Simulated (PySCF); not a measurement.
ethylene (C2H4), SMILES C=C. Heavy atoms are numbered as in [CH2:1]=[CH2:2]. Hydrogens are named by the atom that carries them.

Geometry optimised at B3LYP-D3(BJ)/def2-TZVP.

Calculation: B3LYP/pcSseg-2 (PySCF).

GIAO shieldings, no solvent; atoms alike by connectivity are averaged. δ = σ(ref) − σ: ¹³C against TMS (σ = 181.3 ppm); ¹H against TMS (σ = 31.68 ppm), references at their B3LYP-D3(BJ)/def2-TZVP geometries, non-relativistic.

| nucleus | atoms | count | δ (ppm) |
|---|---|---|---|
| ¹³C | C1 (CH2) | 2 | 134.0 |
| ¹H | H on C1 | 4 | 5.76 |
